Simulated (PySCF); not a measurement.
**C6H8: a look at the electrons**

For C6H8, the scripts below analyse its density (charges, bond critical points, surface potential), compute its lowest excited states and treat its π system by CASSCF and NEVPT2.

Method: levels as typed in each script, gas phase, geometry from GFN2-xTB; program: PySCF 2.14.0.

## 1. Starting geometry

SMILES `C=CC=CC=C`, 14 atoms, charge 0, spin multiplicity 1.

Bond lengths: C1–C2 1.332 Å, C1–H7 1.076 Å, C1–H8 1.078 Å, C2–C3 1.439 Å, C2–H9 1.083 Å, C3–C4 1.343 Å, C3–H10 1.083 Å, C4–C5 1.439 Å, C4–H11 1.083 Å, C5–C6 1.332 Å, C5–H12 1.083 Å, C6–H13 1.076 Å, C6–H14 1.078 Å. Angles: C2–C1–H7 122.1°, C2–C1–H8 121.5°, H7–C1–H8 116.4°, C1–C2–C3 123.8°, C1–C2–H9 120.0°, C3–C2–H9 116.2°, C2–C3–C4 123.8°, C2–C3–H10 116.5°, C4–C3–H10 119.6°, C3–C4–C5 123.8°, C3–C4–H11 119.6°, C5–C4–H11 116.5°, C4–C5–C6 123.8°, C4–C5–H12 116.2°, C6–C5–H12 120.0°, C5–C6–H13 122.1°, C5–C6–H14 121.5°, H13–C6–H14 116.4°.

Geometry (Å):

```xyz
14

C     3.04301    0.16678    0.00000
C     1.84884   -0.42218    0.00000
C     0.60263    0.29655    0.00000
C    -0.60263   -0.29655    0.00000
C    -1.84884    0.42218    0.00000
C    -3.04301   -0.16678    0.00000
H     3.95887   -0.39841    0.00000
H     3.14132    1.24006    0.00000
H     1.77813   -1.50267    0.00000
H     0.66765    1.37758    0.00000
H    -0.66765   -1.37758    0.00000
H    -1.77813    1.50267    0.00000
H    -3.95887    0.39841    0.00000
H    -3.14132   -1.24006    0.00000
```

## 2. Density, bond paths and surface potential (TPSS/aug-cc-pvdz)

File input.py:

```python
import numpy as np
from pyscf import gto, scf, dft
from pyscf.scf import atom_ks, atom_hf
from scipy.linalg import block_diag

def solve(mol, dm0=None, hcore=None):
    mf = (dft.UKS if mol.spin else dft.RKS)(mol, xc='tpss')
    mf.grids.level = 3
    mf = mf.density_fit(auxbasis='def2-universal-jkfit')
    mf.conv_tol, mf.max_cycle = 1e-8, 80
    if hcore is not None:
        mf.get_hcore = lambda *args: hcore
    mf.kernel(dm0)
    if not mf.converged:
        mf = mf.newton().run(mf.mo_coeff, mf.mo_occ, max_cycle=30)
    assert mf.converged, 'SCF not converged'
    return mf

mol = gto.M(atom='''
C      3.04301     0.16678     0.00000
C      1.84884    -0.42218     0.00000
C      0.60263     0.29655     0.00000
C     -0.60263    -0.29655     0.00000
C     -1.84884     0.42218     0.00000
C     -3.04301    -0.16678     0.00000
H      3.95887    -0.39841     0.00000
H      3.14132     1.24006     0.00000
H      1.77813    -1.50267     0.00000
H      0.66765     1.37758     0.00000
H     -0.66765    -1.37758     0.00000
H     -1.77813     1.50267     0.00000
H     -3.95887     0.39841     0.00000
H     -3.14132    -1.24006     0.00000
''', basis='aug-cc-pvdz', charge=0, spin=0, verbose=4)
mf = solve(mol)
mf.analyze()
# spherically averaged free atoms, for the promolecule
atm = atom_ks.get_atm_nrks(mol, xc='tpss')
pro = block_diag(*[(atm[a[0]][2] * atm[a[0]][3]) @ atm[a[0]][2].T for a in mol._atom])
np.savez('result.npz', e=mf.e_tot, c=mf.mo_coeff, occ=mf.mo_occ, eps=mf.mo_energy, pro=pro, dip=mf.dip_moment(verbose=0), s2=mf.spin_square()[0])
```

On the command line:

```sh
> OMP_NUM_THREADS=1 python input.py
```

## 4. Excited states (PBE/def2-svp)

input.py: that of step 2 with these lines changed.

```diff
@@ -1,3 +1,3 @@
 import numpy as np
-from pyscf import gto, scf, dft
+from pyscf import gto, scf, dft, tdscf
 from pyscf.scf import atom_ks, atom_hf
@@ -6,3 +6,3 @@
 def solve(mol, dm0=None, hcore=None):
-    mf = (dft.UKS if mol.spin else dft.RKS)(mol, xc='tpss')
+    mf = (dft.UKS if mol.spin else dft.RKS)(mol, xc='pbe')
     mf.grids.level = 3
@@ -33,8 +33,14 @@
 H     -3.14132    -1.24006     0.00000
-''', basis='aug-cc-pvdz', charge=0, spin=0, verbose=4)
+''', basis='def2-svp', charge=0, spin=0, verbose=4)
 mf = solve(mol)
-mf.analyze()
+td = mf.TDA()
+td.nstates, td.singlet, td.conv_tol = 6, True, 1e-5
+td.kernel()
+td.analyze()
+x, y = np.array([p[0] for p in td.xy]), np.array([p[1] + 0 * p[0] for p in td.xy])
+f, mu = td.oscillator_strength(), td.transition_dipole()
+nto = [td.get_nto(state=i + 1, verbose=4) for i in range(len(td.e))]
 # spherically averaged free atoms, for the promolecule
-atm = atom_ks.get_atm_nrks(mol, xc='tpss')
+atm = atom_ks.get_atm_nrks(mol, xc='pbe')
 pro = block_diag(*[(atm[a[0]][2] * atm[a[0]][3]) @ atm[a[0]][2].T for a in mol._atom])
-np.savez('result.npz', e=mf.e_tot, c=mf.mo_coeff, occ=mf.mo_occ, eps=mf.mo_energy, pro=pro, dip=mf.dip_moment(verbose=0), s2=mf.spin_square()[0])
+np.savez('result.npz', e=td.e, f=f, ok=td.converged, w=[n[0] for n in nto], nto=[n[1] for n in nto], x=x, y=y, c=mf.mo_coeff, occ=mf.mo_occ, eps=mf.mo_energy, pro=pro, mu=mu)
```

## 6. The π active space (def2-svp)

File input.py:

```python
import numpy as np
from pyscf import gto, scf, dft, mcscf, mrpt
from pyscf.mcscf import avas

def solve(mol, dm0=None, hcore=None):
    mf = scf.ROHF(mol) if mol.spin else scf.RHF(mol)
    mf = mf.density_fit(auxbasis='def2-universal-jkfit')
    mf.conv_tol, mf.max_cycle = 1e-8, 80
    if hcore is not None:
        mf.get_hcore = lambda *args: hcore
    mf.kernel(dm0)
    if not mf.converged:
        mf = mf.newton().run(mf.mo_coeff, mf.mo_occ, max_cycle=30)
    assert mf.converged, 'SCF not converged'
    return mf

mol = gto.M(atom='''
C      3.04301     0.16678     0.00000
C      1.84884    -0.42218     0.00000
C      0.60263     0.29655     0.00000
C     -0.60263    -0.29655     0.00000
C     -1.84884     0.42218     0.00000
C     -3.04301    -0.16678     0.00000
H      3.95887    -0.39841     0.00000
H      3.14132     1.24006     0.00000
H      1.77813    -1.50267     0.00000
H      0.66765     1.37758     0.00000
H     -0.66765    -1.37758     0.00000
H     -1.77813     1.50267     0.00000
H     -3.95887     0.39841     0.00000
H     -3.14132    -1.24006     0.00000
''', basis='def2-svp', charge=0, spin=0, verbose=4)
mf = solve(mol)
ncas, nel, orbs = avas.avas(mf, ['C 2pz'], threshold=0.5, openshell_option=3)
print('active space', nel, ncas)
assert 2 <= ncas <= 10, 'active space too large or empty'
mc = mcscf.CASSCF(mf, ncas, nel)
mc.natorb, mc.max_cycle_macro = True, 60
mc.fix_spin_(ss=mol.spin / 2 * (mol.spin / 2 + 1))
mc.kernel(orbs)
occ = mc.mo_occ[mc.ncore:mc.ncore + ncas]
print('natural occupations', occ.round(4))
e2 = mrpt.NEVPT(mc).kernel()
out = dict(c=mc.mo_coeff[:, mc.ncore:mc.ncore + ncas], occ=occ, e=mc.e_tot, e2=e2, ehf=mf.e_tot, ok=mc.converged, nel=nel, w0=abs(mc.ci).max() ** 2, dm=mc.make_rdm1())
# the other spin state at the same geometry
other = mol.copy().set(spin=2).build()
mo = scf.ROHF(other).density_fit(auxbasis='def2-universal-jkfit').run()
na = (nel + other.spin) // 2
m2 = mcscf.CASSCF(mo, ncas, (na, nel - na))
m2.natorb = True
m2.fix_spin_(ss=other.spin / 2 * (other.spin / 2 + 1))
m2.kernel(mc.mo_coeff)
e2o = mrpt.NEVPT(m2).kernel()
print('other state above this one / eV: CASSCF', (m2.e_tot - mc.e_tot) * 27.211386, 'NEVPT2', (m2.e_tot + e2o - mc.e_tot - e2) * 27.211386)
np.savez('result.npz', eo=m2.e_tot, e2o=e2o, oko=m2.converged, occo=m2.mo_occ[mc.ncore:mc.ncore + ncas], co=m2.mo_coeff[:, mc.ncore:mc.ncore + ncas], **out)
```

(Steps that only read results are left out.)

What does the calculation give? Wanted: dipole moment; HOMO, LUMO; lowest singlet excitation; triplet less singlet, CASSCF and NEVPT2; weight of the leading determinant.

**Answer**, as computed:

| quantity | value |
| --- | --- |
| dipole moment (TPSS/aug-cc-pvdz) | 0.00 D |
| HOMO, LUMO (TPSS/aug-cc-pvdz) | -5.31, -2.09 eV |
| lowest singlet excitation (PBE/def2-svp) | 5.27 eV |
| triplet less singlet, CASSCF and NEVPT2 (def2-svp) | +2.86 and +2.83 eV |
| weight of the leading determinant | 0.87 |

**Reading.** At TPSS/aug-cc-pvdz: The highest Hirshfeld charge is on H9 and H12 (+0.04 e), the lowest on C1 and C6 (−0.09 e). All values hold at the given geometry, in the gas phase.
